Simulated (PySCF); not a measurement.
Neon: a sound run and one with changed settings

Sound run: Ne [Ne], Ne⁺ [He] 2s2 2p5. Calculation: PySCF 2.14, in aug-cc-pVDZ (4s3p2d, 23 functions); the non-relativistic Hamiltonian (point nucleus). The sound run starts from symmetry-adapted Hartree-Fock orbitals and uses a fine grid where one is needed.

Changed run: 6 angular points. This setting is unsound on purpose.

```tsv
species	method	sound run (hartree)	changed run (hartree)	converged
Ne	UHF	-128.49635	-128.49635	yes
Ne	r2SCAN	-128.88143	-128.88143	yes
Ne	TPSS	-128.92908	-128.92908	yes
Ne⁺	UHF	-127.76688	-127.76688	yes
Ne⁺	r2SCAN	-128.08654	-128.19000	yes
Ne⁺	TPSS	-128.13655	-128.20713	yes
```

Ionisation energy of Ne:

| method | sound run (eV) | changed run (eV) |
| --- | --- | --- |
| UHF | 19.850 | 19.850 |
| r2SCAN | 21.630 | 18.815 |
| TPSS | 21.566 | 19.645 |

A coarse angular grid integrates products of high-l functions wrongly, so density functionals can shift, and the SCF can exploit the error; Hartree-Fock and MP2 need no grid.

For comparison, NIST gives 21.565 eV between the lowest levels.
